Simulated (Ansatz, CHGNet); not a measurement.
Elastic constant C11 (GPa) of 21 elemental metals, computed with the machine-learned potential CHGNet 0.3.0 (trained on PBE and PBE+U data) and with r²SCAN in Ansatz (PAW). The set holds measured phases with no doubt noted on the run or the magnetic state but for the caveats below. 5 more of the class have both values but aren't in it, for one of these reasons: built or high-temperature cells, doubts on the run or the magnetic state, unlike cells, values of zero, layered or molecular crystals. Solids without a value at one level (not run, failed, or a magnetic order lost), or held back for tests, aren't counted.

All rows, in order of the shift (worked out from unrounded values):

```tsv
solid	CHGNet 0.3.0	r²SCAN	shift (%)
bcc Rb	13.5	3.06	-77
bcc K	9.39	3.88	-59
bcc Ba	21.8	12.9	-41
fcc Sr	17.3	14.7	-14.8
bcc Li	15.2	14.7	-3.0
fcc Cu	204	202	-0.9
fcc Pd	171	213	+24
fcc Pt	263	329	+25
hcp Mg	52.2	72.2	+38
fcc Ca	16.3	22.9	+41
fcc Ir	424	633	+50
hcp Y	50.9	76.9	+51
hcp Tl	21.9	33.4	+53
hcp Zr	93.3	153	+64
fcc Ag	74.8	124	+66
fcc Au	103	172	+67
fcc Rh	265	447	+69
hcp Os	444	784	+76
fcc Pb	27.7	50.5	+82
fcc Al	60.5	132	+118
hcp Zn	95.7	222	+132
```

The shift from CHGNet 0.3.0 to r²SCAN has a median of +50 %, and eight in ten lie between -41 % and +82 %; r²SCAN is the larger in 15 of 21. Each level is at its own cell, so the shift holds the change of volume too.

Ansatz's runs of these crystals have no spin polarisation. Meta-GGA and hybrid levels favour moments, which can bear on fcc Pd, fcc Pt, hcp Y, fcc Rh.

Spin–orbit coupling is left out, also for the solids with elements from indium on (fcc Pt, hcp Os, bcc Ba, hcp Tl, fcc Ir, fcc Pb, fcc Au); its size isn't shown.

Each level is taken at its own relaxed cell. Ansatz's density-functional and Hartree–Fock values are scalar-relativistic unless marked +SOC, with PAW data made under PBE.

Ansatz is a first-principles code.
